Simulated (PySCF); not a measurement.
Lithium chloride, LiCl.
Geometry (PBE0-D3(BJ)/def2-SVP, Å), atoms numbered from 1 in this order:
```
atom  x, y, z in Å
Li1    1.026   -0.083    0.007
Cl2   -0.976   -0.004   -0.030
```

Level of theory: TDDFT wB97X-D/def2-SVPD, vertical, gas phase, core orbitals frozen in the response in PySCF.

```
state  E (eV)  E (hartree)       f  symmetry  main configurations (H = HOMO, L = LUMO)
   S1    5.11       0.1879   0.030         Π                            H-1/H→L (≥92%)
   S2    5.11       0.1879   0.031         Π                            H-1/H→L (≥92%)
   S3    5.78       0.2124   0.023        Σ+                               H-2→L (91%)
   S4    6.55       0.2408  0.0000         –                      H-1/H→L+1/L+2 (≥89%)
   S5    6.55       0.2408  0.0000         –                      H-1/H→L+1/L+2 (≥89%)
   S6    6.59       0.2423  0.0000         –                      H-1/H→L+1/L+2 (≥81%)
   S7    6.91       0.2539   0.087        Σ+                      H-1/H→L+1/L+2 (≥86%)
   S8    7.13       0.2619   0.074         Π                          H-1/H→L+3 (≥88%)
   S9    7.13       0.2619   0.074         Π                          H-1/H→L+3 (≥88%)
```

Triplets, Tamm–Dancoff:

```json
{"state": "T1", "E (eV)": "5.10", "λ (nm)": "243.1", "main configurations (H = HOMO, L = LUMO)": "H-1/H→L (≥92%)"}
{"state": "T2", "E (eV)": "5.10", "λ (nm)": "243.1", "main configurations (H = HOMO, L = LUMO)": "H-1/H→L (≥92%)"}
{"state": "T3", "E (eV)": "5.70", "λ (nm)": "217.6", "main configurations (H = HOMO, L = LUMO)": "H-2→L (91%)"}
```

The lowest singlet level (S1/S2) lies at 5.11 eV (243 nm, ultraviolet) and is of moderate strength. The most intense listed level is S8/S9 at 7.13 eV (174 nm, f = 0.148 summed), 2.01 eV above S1. It is the last of those listed, so stronger ones may follow. S1/S2, S4/S5 and S8/S9 lie within about 0.01 eV of each other in each set; the point group C∞v has degenerate representations, and within a degenerate level the listed configurations can mix freely. Löwdin shares by element: HOMO (one of a set within 0.03 eV) chlorine 96%, lithium 4%; LUMO lithium 95%, chlorine 5%. Orbital energies (eV): HOMO-3 -22.01, HOMO-2 -9.74, HOMO-1 -9.06, HOMO -9.06, LUMO -0.25, LUMO+1 1.19, LUMO+2 1.19. Of the 9 states listed, 6 reach f = 0.01 and 3 stay under 0.0005. Weighted by f, the mean energy of these states is 6.58 eV. All these states lie below the vertical ionisation energy of 10.17 eV (ΔSCF). Symmetry labels in C∞v follow from the direction of the transition dipole and are given only for states with f of 0.002 or more. Orbitals of the list HOMO-3 to LUMO+2 that lie within 0.01 eV of each other are written together with a slash and their weights summed (≥ marks a lower bound); for degenerate orbitals outside that list single weights are arbitrary. The window holds the lowest 10 singlets. The highest level found (7.24 eV, f 0.039 so far) is left out, since the window may have cut off a degenerate partner.
